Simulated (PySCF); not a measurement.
CH₄O, charge +1, quartet, at a GFN2-xTB geometry of the parent state (a state made from the parent by changing its charge; the spin is typed, not shown lowest); PySCF with PBE/6-31G.

The PySCF input:
```python
from pyscf import gto, scf, dft

mol = gto.M(
    atom='''
C    -0.05774864    0.65750333    0.00623833
O    -0.03498085   -0.74857812   -0.00758921
H    -1.10610419    0.95010140    0.00407242
H     0.88017380   -1.04794998   -0.00613415
H     0.42182552    1.06188832    0.90433371
H     0.43044352    1.07956523   -0.87898825
''',
    basis='6-31g',
    charge=1,
    spin=3,
    verbose=5,
)

mf = dft.UKS(mol)
mf.xc = 'pbe'
mf.kernel()
mf.analyze()
```

Output, abridged:

```
PySCF version 2.14.0

[INPUT] verbose = 5
[INPUT] max_memory = 4000
[INPUT] num. atoms = 6
[INPUT] num. electrons = 17
[INPUT] charge = 1
[INPUT] spin (= nelec alpha-beta = 2S) = 3
[INPUT] symmetry False subgroup None
[INPUT] Mole.unit = angstrom
[INPUT] Symbol           X                Y                Z      unit          X                Y                Z       unit  Magmom
[...]
[INPUT] ---------------- BASIS SET ----------------
[INPUT] l, kappa, [nprim/nctr], expnt,             c_1 c_2 ...
[INPUT] C
[...]
                                457.36951         0.0140373
                                103.94869         0.0688426
                                29.210155         0.2321844
                                9.286663          0.4679413
                                3.163927          0.362312
[...]
                                1.8812885         -0.1608542
                                0.5442493         1.1434564
[...]
                                1.8812885         0.316424
                                0.5442493         0.7443083
[...]
[INPUT] H
[...]
                                2.8253937         0.23472695
                                0.6401217         0.81375733
[...]
[INPUT] O
[...]
                                825.23495         0.0139501
                                188.04696         0.0684451
                                52.9645           0.2327143
                                16.89757          0.470193
                                5.7996353         0.3585209
[...]
                                3.5999336         -0.1480263
                                1.0137618         1.130767
[...]
                                3.5999336         0.3397528
                                1.0137618         0.7271586
[...]
nuclear repulsion = 40.5175229963512
number of shells = 18
number of NR pGTOs = 60
number of NR cGTOs = 26
basis = 6-31g
ecp = {}

******** <class 'pyscf.dft.uks.UKS'> ********
method = UKS
initial guess = minao
damping factor = 0
level_shift factor = 0
DIIS = <class 'pyscf.scf.diis.CDIIS'>
diis_start_cycle = 1
diis_space = 8
diis_damp = 0
SCF conv_tol = 1e-09
SCF conv_tol_grad = None
SCF max_cycles = 50
direct_scf = True
direct_scf_tol = 1e-13
number electrons alpha = 10  beta = 7
XC library pyscf.dft.libxc version 7.1.2
    S. Lehtola, C. Steigemann, M. J. T. Oliveira, and M. A. L. Marques,  SoftwareX 7, 1–5 (2018)
XC functionals = pbe
[...]
converged SCF energy = -114.791470799248  <S^2> = 3.7520899  2S+1 = 4.0010448
Total Energy =                        -114.791470799248245
[...]
1 O 2s          -0.03705
1 O 3s           0.85935
1 O 2px          0.00631
1 O 2py         -0.02690
1 O 2pz         -0.00024
1 O 3px          0.10672
1 O 3py          0.32952
1 O 3pz          0.00378
2 H 1s           0.00823
2 H 2s          -0.06315
3 H 1s           0.03621
3 H 2s           0.12863
4 H 1s           0.01883
4 H 2s          -0.09740
5 H 1s           0.01883
5 H 2s          -0.09740

To work with the spin densities directly, `use mulliken_meta_spin()` only printing them here.

 ** Mulliken spin pop alpha/beta on meta-lowdin orthogonal AOs **
 ** Mulliken Spin Density (per AO)  **
spin_pop of  0 C 1s       -0.00001
spin_pop of  0 C 2s        0.00682
spin_pop of  0 C 3s        0.00086
spin_pop of  0 C 2px       0.28448
spin_pop of  0 C 2py       0.32666
spin_pop of  0 C 2pz       0.09897
spin_pop of  0 C 3px       0.00424
spin_pop of  0 C 3py       0.04464
spin_pop of  0 C 3pz       0.00191
spin_pop of  1 O 1s       -0.00000
spin_pop of  1 O 2s        0.17767
spin_pop of  1 O 3s        0.01305
spin_pop of  1 O 2px       0.35235
spin_pop of  1 O 2py       0.13814
spin_pop of  1 O 2pz       0.73369
spin_pop of  1 O 3px       0.00314
spin_pop of  1 O 3py       0.00177
spin_pop of  1 O 3pz       0.00176
spin_pop of  2 H 1s        0.14425
spin_pop of  2 H 2s        0.00535
spin_pop of  3 H 1s        0.32124
spin_pop of  3 H 2s        0.05034
spin_pop of  4 H 1s        0.13957
spin_pop of  4 H 2s        0.00477
spin_pop of  5 H 1s        0.13957
spin_pop of  5 H 2s        0.00477
 ** Mulliken Spin Density (per atom)  **
spin density of  0 C =      0.76857
spin density of  1 O =      1.42157
spin density of  2 H =      0.14960
spin density of  3 H =      0.37158
spin density of  4 H =      0.14434
spin density of  5 H =      0.14434
 ** Mulliken pop alpha/beta on meta-lowdin orthogonal AOs **
 ** Mulliken pop       alpha | beta **
[...]
In total            10.00000 | 7.00000
 ** Mulliken atomic charges   ( Nelec_alpha | Nelec_beta ) **
charge of  0C =     -0.22974  (     3.49915      2.73058 )
charge of  1O =      0.15152  (     4.63503      3.21346 )
charge of  2H =      0.31692  (     0.41634      0.26674 )
charge of  3H =      0.14689  (     0.61234      0.24077 )
charge of  4H =      0.30720  (     0.41857      0.27423 )
charge of  5H =      0.30720  (     0.41857      0.27423 )

WARN: System has nonzero charge 1; the dipole moment is origin-dependent.
Location of origin: [0. 0. 0.]

Dipole moment(X, Y, Z, Debye): -0.28271,  2.53579,  0.02377
```
